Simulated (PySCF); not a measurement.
1,2-dithiolane: removing and adding an electron

Parent: 1,2-dithiolane, `C1CSSC1` (C3H6S2). Numbering: `[CH2:1]1[CH2:2][S:3][S:4][CH2:5]1` These are map numbers, not IUPAC locants.

Computed at ωB97X-D3(BJ)/ma-def2-TZVP // PBE0-D3(BJ)/ma-def2-SVP with PySCF (density fitting, grid level 2). ωB97X-D3(BJ) is ωB97X-V with D3(BJ) in place of VV10. Zero-point and thermal terms (298.15 K, 1 bar) come from unscaled PBE0-D3(BJ)/ma-def2-SVP harmonic frequencies, with soft modes damped to free rotors in the entropy.

Frontier levels of the parent: HOMO -8.08 eV, LUMO 0.99 eV.

Oxidation to the radical cation:
| Property | Result |
| --- | --- |
| Vertical ionisation energy (electronic) | 7.98 eV |
| Adiabatic ionisation energy (with zero-point energy) | 7.71 eV |
| Adiabatic, electronic part | 7.70 eV |
| Vertical gap at the product's structure | 7.61 eV |
| Inner reorganisation energy (four-point) | 373 meV |
| Relaxation of product / of parent | 281 / 92 meV |
| ⟨S²⟩ of the product | 0.758 |
| Largest spin populations | S4 0.49, S3 0.49 |
| Largest changes of atomic charge | S3 0.39, S4 0.37 |
| Distances that move most (Å) | S3–S4 2.129 → 2.008; S4–C5 1.815 → 1.830 |
| Potential in DMF | 5.51 V absolute, 0.97 V against Fc+/Fc computed at 4.54 V (solvation -21 → -232 kJ/mol) |

Reduction to the radical anion, in which a bond forms, breaks or stretches far on relaxation (`[S]CCC[S-]`):
```
Vertical electron affinity (electronic)              : -0.84 eV
Adiabatic electron affinity (with zero-point energy) : 0.40 eV
Adiabatic, electronic part                           : 0.34 eV
Vertical gap at the product's structure              : 2.35 eV
⟨S²⟩ of the product                                  : 0.759
Largest spin populations                             : S3 0.50, S4 0.50
Largest changes of atomic charge                     : S4 -0.42, S3 -0.39
Distances that move most (Å)                         : S3–S4 2.129 → 2.866; C2–S3 1.833 → 1.815; C1–H 1.103 → 1.110; C2–H 1.101 → 1.107
Potential in DMF                                     : 2.71 V absolute, -1.83 V against Fc+/Fc computed at 4.54 V (solvation -21 → -240 kJ/mol)
```

Solvents are IEF-PCM continua (electrostatics only, gas-phase structures); absolute potentials refer to an electron at rest in vacuum. Fc+/Fc in DMF, 4.54 V, is ωB97X-D3(BJ)/ma-def2-TZVP on PBE0-D3(BJ)/def2-SVP structures with GFN2-xTB thermal terms. Benchmark calculations put it near 5.0 V in acetonitrile and DMSO, so it is about 0.5 V low, and the value against it can read up to that much too high.

Measured values (NIST Chemistry WebBook, evaluated or the median of agreeing entries): vertical ionisation energy 8.25 eV (computed 7.98, difference -0.27); adiabatic ionisation energy 7.60 eV (computed 7.71, difference 0.11).

Known limits: a negative vertical affinity means that the electron isn't bound at that structure, so the value and what is derived from it hang on the basis.
